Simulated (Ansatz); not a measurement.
The input, for Ansatz 0.2.0:

```yaml
crystal:
  periodic: [false, false, false]
  atoms:
    - {symbol: Si, position_ang: [0.000000, -0.124097, 0.786103]}
    - {symbol: C, position_ang: [0.000000, 0.113647, -1.946878]}
    - {symbol: H, position_ang: [0.000000, 2.103648, 1.294987]}
basis:
  gaussian: {orbitals: 6-31G}
magnetization: {spin_polarized: false, initial_magnetization: 3}
correlation: {method: sc_nevpt2, electrons: outside_noble_gas, active_space: {window: {electrons: 5, orbitals: 5}}}
```

```sh
$ ansatz run in.yaml --threads 1 --pin off --events-out ev --progress --plain --max-ram 2393MiB
```

Problem. Roughly how long does this take on 1 thread of Arm Neoverse V1, shared host, and how much host memory?

Solution. 1.9 s wall and 0.15 GiB.

```
299 factors; integrals over basis functions are off by at most 1.7e-4 eV
mean field evaluation 1: about -8896.7080 eV, gradient 8.9e0 eV
mean field evaluation 2: about -8896.7306 eV, gradient 8.8e0 eV
mean field evaluation 4: about -8897.9029 eV, gradient 1.9e0 eV
mean field evaluation 8: about -8898.1266 eV, gradient 2.1e0 eV
mean field evaluation 16: about -8898.5629 eV, gradient 8.8e-3 eV
mean field evaluation 32: about -8896.8661 eV, gradient 1.2e-6 eV
mean field evaluation 64: about -8898.5135 eV, gradient 2.6e-1 eV
mean field evaluation 96: about -8893.1289 eV, gradient 1.7e1 eV
mean field evaluation 128: about -8896.2457 eV, gradient 5.9e0 eV
mean field evaluation 160: about -8898.4328 eV, gradient 7.0e-4 eV
mean field evaluation 192: about -8897.7409 eV, gradient 5.1e0 eV
mean field evaluation 224: about -8898.4148 eV, gradient 1.4e0 eV
mean field -8898.56293305 eV, -327.0161561271 hartree, gradient 2.0e-6 eV, S^2 3.750000; 18 other end points of the search recorded, 0 dependent functions left out
reference -8898.56293305 eV, -327.0161561271 hartree; 12, 9 occupied and 12, 15 virtual orbitals, 299 factors
state -8899.61472570 eV, -327.0548087941 hartree
state -8899.61472570 eV, -327.0548087941 hartree; corrected -8901.01099300 eV, -327.1061206707 hartree
state -8898.92396493 eV, -327.0294238038 hartree
state -8898.92396493 eV, -327.0294238038 hartree; corrected -8900.64208299 eV, -327.0925634782 hartree
state -8899.61472570 eV, -327.0548087941 hartree; corrected -8901.01099300 eV, -327.1061206707 hartree
state -8899.00631650 eV, -327.0324501684 hartree
state -8899.00631650 eV, -327.0324501684 hartree; corrected -8900.53728002 eV, -327.0887120398 hartree
state -8899.61472570 eV, -327.0548087941 hartree; corrected -8901.01099300 eV, -327.1061206707 hartree
state -8899.53624096 eV, -327.0519245331 hartree
state -8899.53624096 eV, -327.0519245331 hartree; corrected -8900.78901022 eV, -327.0979629540 hartree
state -8899.61472570 eV, -327.0548087941 hartree; corrected -8901.01099300 eV, -327.1061206707 hartree
Total energy: -8901.01099300 eV, -327.1061206707 hartree
```

Natural occupations: 1.8354 1.0005 1.0000 0.9999 0.1643.

For the same geometry and basis full CI lies 1105.0 meV lower.
